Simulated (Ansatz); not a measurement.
A geometry relaxed with Ansatz (an electronic-structure program) with PBE0-D3(BJ)/def2-TZVP, charge 0, multiplicity 1:

```xyz
12

H     -2.5451    -0.2500    -0.7781
H     -1.9678    -0.9031     0.7628
H      0.4198    -1.1874     0.7888
H      2.4354    -0.7989    -0.7572
C      1.9410     0.0297    -0.2400
C     -0.5430     0.3248    -0.2663
C     -1.9410    -0.0297     0.1080
H     -0.4198     1.1874    -0.9208
C      0.5430    -0.3248     0.1343
H     -2.4354     0.7989     0.6252
H      2.5452     0.2500     0.6461
H      1.9678     0.9030    -0.8949
```

**Question.** Write the SMILES of this molecule.

**Answer.** `C/C=C/C`
